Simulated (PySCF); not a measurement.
A species of formula C4H5NO has this rotational fingerprint, computed with PBE0-D3(BJ)/def2-TZVP geometry optimisation, gas phase (PySCF):

| Quantity | Value |
| --- | --- |
| Rotational constants | A = 9379, B = 3610, C = 2650 MHz |
| Dipole components | \|μa\| = 2.06 D, \|μb\| = 2.49 D, \|μc\| = 0.00 D |
| Inertial defect | -3.14 u·Å² |
| κ | -0.71 |

Problem. Which structure is it? (One computed conformer of each.)
A. `[O:1]=[C:2]=[N:3][CH:4]1[CH2:5][CH2:6]1` with C2–N3–C4–C5 -34°
B. `[CH3:1][C@H:2]([C:3]#[N:4])[CH:5]=[O:6]` with C1–C2–C5–O6 -97° (2-methyl-3-oxopropanenitrile)
C. 5-methylisoxazole, `Cc1ccno1`

Solution. C. It is Cc1ccno1, an asymmetric top, point group Cs. The candidates at the same level (rigid rotor, commonest isotopes):

| SMILES | A (MHz) | B (MHz) | C (MHz) | μa (D) | μb (D) | μc (D) | Δ (u·Å²) | point group | rotor |
| --- | --- | --- | --- | --- | --- | --- | --- | --- | --- |
| O=C=NC1CC1 | 10769 | 2127 | 2066 | 2.99 | 0.09 | 0.00 | -39.85 | Cs | near-prolate asymmetric top |
| Cc1ccno1 | 9379 | 3610 | 2650 | 2.06 | 2.49 | 0.00 | -3.14 | Cs | asymmetric top |
| C[C@H](C#N)C=O | 6148 | 2575 | 1948 | 1.15 | 2.60 | 0.16 | -19.00 | C1 | asymmetric top |

`O=C=NC1CC1` has B 41 % too low; `C[C@H](C#N)C=O` has A 34 % too low. In the right answer the mirror of this Cs structure is the ab plane, so μc vanishes by symmetry. No structure here is proved a minimum.
